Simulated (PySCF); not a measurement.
**PO2 (phosphorus dioxide): UPBE/STO-6G**

Aim: the energy change on altering one bond length of PO2 (phosphorus dioxide) at UPBE/STO-6G, from 2 runs. 

The results are computed with PySCF 2.14.0.

21 further runs of the same task are left out: 8 that didn't finish, 13 set aside as unsound or not needed.

## Step 1: The molecule

PO2 has 3 atoms, charge 0, and is taken as a doublet. As SMILES, `[O]P=O`. The shape is that of a GFN2-xTB optimisation.

Bond lengths: O1–P2 1.464 Å, P2–O3 1.464 Å. Angles: O1–P2–O3 123.4°.

## Step 2: A single-point energy at UPBE/STO-6G

File input.py:

```python
# phosphorus dioxide
from pyscf import gto, dft

system = gto.M(
    atom='O 0.331710 1.226310 0.317670; P -0.403940 0.077030 -0.212130; O 0.072230 -1.303340 -0.105540',
    max_memory=1860,
    verbose=3,
    basis='sto-6g',
    spin=1,
)

calc0 = dft.UKS(system, xc='pbe')
calc0.conv_tol = 1e-10
calc0.grids.level = 5
calc0.kernel()
if not calc0.converged:
    calc0 = calc0.newton().run(calc0.mo_coeff, calc0.mo_occ)

energy = calc0.e_tot
print('Final energy', energy)
```

The run is started by

```bash
OMP_NUM_THREADS=1 python input.py
```

Log:

```text
WARN: HOMO -0.228922204222843 >= LUMO -0.228922204222839

converged SCF energy = -489.504720203097  <S^2> = 0.75138903  2S+1 = 2.0013885
Final energy -489.504720203097
```

Wall time 4.5 s (1 thread of Arm Neoverse V1, shared host); peak memory 0.2 GiB.

## Step 3: The distorted shape

File run.py:

```python
from pyscf import gto, dft

mol = gto.M(
    atom='''
O   -0.239704   2.882783   0.189760
P   -0.975354   1.733503  -0.340040
O    0.072230  -1.303340  -0.105540
''',
    spin=1,
    verbose=3,
    max_memory=1860,
    basis='sto-6g',
)

mf = dft.UKS(mol)
mf.xc = 'pbe'
mf.conv_tol = 1e-10
mf.grids.level = 5
mf.kernel()
if not mf.converged:
    mf = mf.newton().run(mf.mo_coeff, mf.mo_occ)

energy = mf.e_tot
print(f'total energy: {energy:.8f} hartree')
```

The run is started by

```bash
OMP_NUM_THREADS=1 python run.py
```

Log:

```text
WARN: HOMO 0.223710796453282 >= LUMO 0.223815073605859

WARN: HOMO 0.494720755861981 >= LUMO 0.494744824899876

WARN: HOMO 0.515159877044873 >= LUMO 0.515182906711206

WARN: HOMO 1.27000034278099 >= LUMO 1.27069220021209

WARN: HOMO 1.41321929818674 >= LUMO 1.41361646762732

WARN: HOMO 0.633816285702934 >= LUMO 0.633846336080838

WARN: HOMO 1.40596296203961 >= LUMO 1.40681831381579

WARN: HOMO 1.42407381499526 >= LUMO 1.42497531848704

WARN: HOMO 0.649290246919108 >= LUMO 0.649307037845368

WARN: HOMO 0.648369419590921 >= LUMO 0.648385479059861

WARN: HOMO 1.42098161473365 >= LUMO 1.42187121644378

WARN: HOMO 1.41950364826114 >= LUMO 1.42046587889073

SCF not converged.
SCF energy = -482.83315878841 after 50 cycles  <S^2> = 0.75000138  2S+1 = 2.0000014

WARN: HOMO 0.644549845796568 >= LUMO 0.644561367645868

converged SCF energy = -489.387203140913  <S^2> = 1.5413718  2S+1 = 2.6768427
total energy: -489.38720314 hartree
```

It took 56 s on 1 thread of Arm Neoverse V1, shared host; peak memory 0.36 GiB.

## Step 4: Results

At UPBE/STO-6G:

```
                                                         quantity          value
                                        first shape: total energy  -489.50472 Eh
                                       first shape: dipole moment         0.91 D
                  first shape: HOMO energy (highest over α and β)       -2.37 eV
                   first shape: LUMO energy (lowest over α and β)       -1.07 eV
                                                first shape: ⟨S²⟩          0.751
                                    distorted shape: total energy  -489.38720 Eh
                                   distorted shape: dipole moment         1.31 D
              distorted shape: HOMO energy (highest over α and β)       -0.21 eV
               distorted shape: LUMO energy (lowest over α and β)       -0.11 eV
                                            distorted shape: ⟨S²⟩          1.541
energy change with the P2–O3 bond stretched from 1.464 to 3.221 Å       3.198 eV
```

What this shows: With the P2–O3 bond stretched from 1.464 to 3.221 Å the energy rises by 3.20 eV (74 kcal/mol). The first shape isn't relaxed at this level, so the change isn't measured from a minimum. The minimal basis adds a large error of its own. Mulliken charges (first shape) run from -0.35 on O1 to +0.70 on P2; they depend strongly on the basis. ⟨S²⟩ (distorted shape) is 1.54 where a pure doublet has 0.75: the reference is spin-contaminated.
